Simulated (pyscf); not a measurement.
## Insertion: Cl–Ga (SMILES [Cl][Ga]) [singlet] + NH₃ (SMILES N) -> H₂N–GaH–Cl (SMILES [NH2][GaH][Cl])

Gas phase, singlet surface, charge 0. Bonds broken: N3–H4. Bonds formed: Ga1–N3, Ga1–H4. Optimised with ωB97X-D3(BJ)/def2-SVP in PySCF. Correlated levels are frozen-core, on RHF or UHF. ΔMP2 is the change of the MP2 total energy from the triple- to the quadruple-zeta basis.

Transition state (Å):

```xyz
6

Ga    -0.0442     1.1111    -0.8709
Cl     1.8189     1.5847    -1.8721
N      0.1756    -0.4051     0.3526
H     -0.6723     0.9027     0.6436
H      0.9771    -0.8758     0.7893
H     -0.6450    -1.0115     0.4172
```

One imaginary mode, 1458i cm⁻¹; descent along it reached the two sides named, in the forms told below.

```json
[
 {"bond": "N3–H4", "change": "breaks", "reactant side (Å)": "1.020", "saddle": "1.586", "product side": "3.0"},
 {"bond": "Ga1–N3", "change": "forms", "reactant side (Å)": "2.485", "saddle": "1.961", "product side": "1.799"},
 {"bond": "Ga1–H4", "change": "forms", "reactant side (Å)": "3.1", "saddle": "1.653", "product side": "1.547"}
]
```

Electronic energies relative to the separated reactants (kcal/mol):

```tsv
level	barrier	reaction energy	reverse barrier
ωB97X-D3(BJ)/def2-TZVP	53.9	-11.5	65.4
PBE/def2-TZVP	44.7	-4.9	49.6
r²SCAN/def2-TZVP	43.9	-11.7	55.6
B3LYP-D3(BJ)/def2-TZVP	52.5	-3.9	56.4
PBE0-D3(BJ)/def2-TZVP	48.9	-9.1	58.0
M06-2X/def2-TZVP	50.8	-11.4	62.1
ωB97M-D3(BJ)/def2-TZVP	55.2	-6.3	61.5
HF/def2-TZVP	73.3	-7.0	80.3
MP2/def2-QZVPP	48.2	-13.1	61.3
CCSD/def2-TZVPP	54.4	-10.8	65.2
CCSD(T)/def2-TZVPP	49.7	-11.4	61.0
CCSD(T)/def2-TZVPP + ΔMP2(QZVPP)	50.5	-9.9	60.4
```

With CCSD(T)/def2-TZVPP + ΔMP2(QZVPP) energies and thermal terms (ideal gas, 1 atm, RRHO with modes under 100 cm⁻¹ raised to 100, one conformer, R ln 2 for rigid chiral ones), in kcal/mol:

| T (K) | ΔH‡ | ΔG‡ | ΔH | ΔG |
|---|---|---|---|---|
| 298 | 47.1 | 56.2 | -11.8 | -2.8 |
| 600 | 47.5 | 65.4 | -10.9 | +6.0 |
| 900 | 48.2 | 74.2 | -9.7 | +14.2 |
| 1200 | 48.9 | 82.7 | -8.4 | +22.0 |

On the reactant side the descent ends in a bound adduct, 12.6 kcal/mol under the separated species and 66.4 kcal/mol under the saddle at ωB97X-D3(BJ)/def2-TZVP. This is the saddle that the search found; another between the same sides may lie lower. The CCSD(T) − MP2 part came from Ansatz, without density fitting, on the same reference. The frozen core leaves the outer d or s,p core shells of the metals and heavy elements correlated in the MP2 and CC values, and def2-TZVPP describes them poorly, which can shift differences by a few kcal/mol. Elements up to Kr have no core potential and no relativistic terms here.
